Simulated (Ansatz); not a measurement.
**AlP₂H+ (quartet): wave-function methods side by side, cc-pVDZ**

An exercise on one series of results from a longer session: the logs are not shown, and one member is left open.

Program: Ansatz 0.2.0, Gaussian basis. Level of theory: cc-pVDZ, core rule «outside noble gas», up to 15 orbitals frozen. These are calculated values, not measurements.

Plan: UHF; CCSD(T) on ROHF; CCSD(T) on UHF; BCCD(T) on ROHF; CISD; CCSDT(Q) on ROHF; CCSDT(Q) on UHF.

23 further runs of the same task are left out: 1 for a known fault of the program, 9 that didn't finish, 13 set aside as unsound or not needed.

## The system

The geometry is a PBE0/def2-TZVP stationary point (not a proven minimum) of the parent state, kept for this charge and spin.

4 atoms, charge 1, spin multiplicity 4.

Atoms are counted from 1 here; the program's logs count them from 0.

Bond lengths: P1–Al2 2.241 Å, Al2–P3 2.191 Å, P3–H4 1.438 Å. Angles: P1–Al2–P3 179.9°, Al2–P3–H4 82.1°.

Geometry (Å):

```xyz
4
charge 1, multiplicity 4
P     0.0000   -0.3042    2.7331
Al    0.0000   -0.3487    0.4921
P     0.0000   -0.3873   -1.6982
H     0.0000    1.0402   -1.5269
```

Set-up of the first run:

Contents of in.yaml:

```yaml
crystal:
  periodic: [false, false, false]
  atoms:
    - {symbol: P, position_ang: [0.000007, -0.304246, 2.733079]}
    - {symbol: Al, position_ang: [-0.000015, -0.348696, 0.492088]}
    - {symbol: P, position_ang: [0.000008, -0.387284, -1.698244]}
    - {symbol: H, position_ang: [0.000000, 1.040227, -1.526924]}
basis:
  gaussian: {orbitals: cc-pVDZ}
total_charge: 1
magnetization: {spin_polarized: true, initial_magnetization: 3}
hamiltonian: {xc: hf}
output: {orbitals: {seedname: orbitals}}
```

On the command line:

```bash
ansatz run in.yaml --threads 1 --pin off --events-out ev --progress --plain --max-ram 2393MiB
```

Among the steps run: UHF; CCSD(T) on ROHF; CCSD(T) on UHF; BCCD(T) on ROHF; CISD; CCSDT(Q) on ROHF; CCSDT(Q) on UHF.

One table of the session follows, with a row left open; its other results are not shown here.

It belongs to the step «Misses and costs». 

```
   method  from UCCSDT(Q) (meV)
     ROHF               +7371.8
      UHF               +7144.9
     RMP2               +1481.2
     UMP2               +1529.1
     CISD               +1030.4
    RCCSD                +313.9
    UCCSD                +307.6
 RCCSD(T)                 +67.9
 UCCSD(T)                     ?
  BCCD(T)                 +67.6
   RCCSDT                 +18.1
   UCCSDT                 +17.4
RCCSDT(Q)                  +1.2
UCCSDT(Q)                     0
```

Estimate the missing values for UCCSD(T).

**Answer.** from UCCSDT(Q) (meV): +68.0. In the column «from UCCSDT(Q) (meV)» it lies between RCCSD(T) (+67.9) and UCCSD (+307.6).

Caveats from the session: Restricted and unrestricted rows rest on different reference determinants; where their highest levels disagree by more than a few hundredths of an eV, they describe different states and don't form one ladder.
